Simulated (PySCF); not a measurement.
# H2S (hydrogen sulfide): the cost of one run

Computed with PySCF 2.14.0, with density-fitted response routines of our own, on a single molecule in the gas phase. Atoms are numbered from 0 throughout.

## 1. The molecule as given

3 atoms, charge 0, multiplicity 1; geometry from: GFN2-xTB. The atoms were then displaced at random by about 0.01 Å, so the start is not that level's minimum.

Bonds of the start (Å): S0–H1 1.33, S0–H2 1.28.

## 2. Optimising the geometry at PBE0-D3(BJ)/def2-SVP

What the job is given:

```
{"job": {"xc": "PBE0", "basis": "def2-SVP", "d3": "d3bj", "grid": 1, "shake": 0.01, "kind": "geom"}, "charge": 0, "multiplicity": 1}
S     -0.008700     0.585130     0.001540
H     -0.941380    -0.362620    -0.013490
H      0.956100    -0.257450    -0.007220
```

Started as:

```console
> OMP_NUM_THREADS=1 python probes_run.py task.json out
```

One launch serves the whole session: the jobs run in the order shown.

**Question.** How long does this first job take on 1 thread of Arm Neoverse N1, shared host, and how much memory does it need?

About 2.2 s, with a peak of 0.23 GiB.
